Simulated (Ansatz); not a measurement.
Abridged output of a molecular run in Ansatz:

```
Functional definition: HF
729 factors; integrals over basis functions are off by at most 1.2e-3 eV
mean field evaluation 1: about -19780.8112 eV, gradient 1.6e1 eV
mean field evaluation 2: about -19780.8127 eV, gradient 1.6e1 eV
mean field evaluation 4: about -19782.8609 eV, gradient 2.0e0 eV
mean field evaluation 8: about -19782.9240 eV, gradient 1.6e-1 eV
mean field evaluation 16: about -19782.8892 eV, gradient 1.2e-1 eV
mean field -19782.92445374 eV, -727.0090643272 hartree, gradient 4.5e-6 eV, S^2 0.757935; 4 other end points of the search recorded, 0 dependent functions left out
11 core orbitals not correlated: weight in the atoms' cores, before any rotation towards them, 1.000 or more for the frozen orbitals, at most 0.000 for the correlated occupied ones
reference -19782.92445374 eV, -727.0090643272 hartree; 10, 9 occupied and 54, 55 virtual orbitals, 729 factors
second order -9.46803918 eV of doubles, -0.00000000 eV of singles
cycle   1  -10.48477182 eV  change    -1.0e0 eV  update   7.3e-2
cycle   2  -10.83077691 eV  change   -3.5e-1 eV  update   2.4e-2
cycle   3  -10.86603796 eV  change   -3.5e-2 eV  update   8.6e-3
cycle   4  -10.86494950 eV  change    1.1e-3 eV  update   3.7e-3
cycle   5  -10.86442486 eV  change    5.2e-4 eV  update   1.8e-3
cycle   6  -10.86445704 eV  change   -3.2e-5 eV  update   6.5e-4
cycle   7  -10.86455857 eV  change   -1.0e-4 eV  update   2.3e-4
cycle   8  -10.86459868 eV  change   -4.0e-5 eV  update   7.7e-5
cycle   9  -10.86459163 eV  change    7.0e-6 eV  update   3.7e-5
cycle  10  -10.86459157 eV  change    6.0e-8 eV  update   2.4e-5
cycle  11  -10.86459713 eV  change   -5.6e-6 eV  update   1.7e-5
perturbative correction -0.27944530 eV, -0.0102694255 hartree
Total energy: -19794.06849618 eV, -727.4186003331 hartree
Checks for a lower state left out: cluster_reference
```

Its atoms:

```xyz
8

C    -0.0587   -0.9722    0.3387
Si   -0.0647    0.8083   -0.2131
S     1.4272    1.2709   -1.6542
H    -0.8193   -1.1318    1.1081
H     0.9156   -1.2456    0.7481
H    -0.2776   -1.6372   -0.4996
H     0.2824    1.7244    0.9124
H    -1.4048    1.1831   -0.7403
```

(1) Which basis set was used?
A. def2-SVPD
B. def2-SVP
C. cc-pV(Q+d)Z
D. cc-pV(T+d)Z

(2) Write the keys of the input that set method, charge and spin (a neutral closed shell needs none for the last two).

Results:

(1) B. It gives 75 functions.

(2) 
```yaml
magnetization: {spin_polarized: true, initial_magnetization: 1}
correlation: {method: ccsd_t}
scf: {omitted_lower_state_checks: [cluster_reference]}
```
